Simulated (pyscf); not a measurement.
`[SH][GeH3]` + `[FH]` → `[F][GeH2][SH]` + `[H][H]`, a four-centre exchange (singlet surface; Ge–H, F–H broken, F–Ge, H–H formed). Optimised with ωB97X-D3(BJ)/def2-SVP in PySCF. Energies in kJ/mol from the separated reactants.

Small-basis levels: PySCF, no dispersion term, spherical d functions. Cost: rough CPU time at the saddle relative to B3LYP/6-31G*+LANL2DZ, from one job on a shared machine.

```tsv
level	barrier	reaction energy	cost
HF/STO-3G	346.9	-28.6	0.09
HF/3-21G	171.8	-122.9	0.1
MP2/6-31G*+LANL2DZ	156.7	-105.8	0.2
SVWN5/6-31G*+LANL2DZ	64.0	-80.7	1
BP86/6-31G*+LANL2DZ	112.0	-83.6	1
PBE/6-31G*+LANL2DZ	103.3	-83.8	2
B3LYP/STO-3G	171.6	-81.9	0.9
B3LYP/LANL2DZ	140.2	-61.2	0.8
B3LYP/6-31G*+LANL2DZ	133.2	-89.0	1
M06-2X/6-31G*+LANL2DZ	142.4	-84.7	2
B3LYP/6-311+G**+LANL2DZ	161.3	-27.5	2
PBE/def2-SVP	93.1	-61.5	3
ωB97M-D3(BJ)/def2-TZVP	146.3	-48.3	–
```

Against the last row the barrier runs from -82.3 (SVWN5/6-31G*+LANL2DZ) to +200.6 kJ/mol (HF/STO-3G). ωB97M-D3(BJ)/def2-TZVP has limits of its own. On the reactant side the descent ends in a complex (not fully relaxed), 26.9 kJ/mol under the separated species and 171.9 kJ/mol under the saddle at ωB97X-D3(BJ)/def2-TZVP. At the saddle there is also a short Ge–H contact that neither side keeps. The same reactants have a lower exit, to H₂S + F–GeH₃ (barrier +108.9 kJ/mol at ωB97M-D3(BJ)/def2-TZVP, against +146.3 kJ/mol here). One saddle was located; it need not be the lowest between these sides. In the def2 sets elements up to Kr have no core potential.
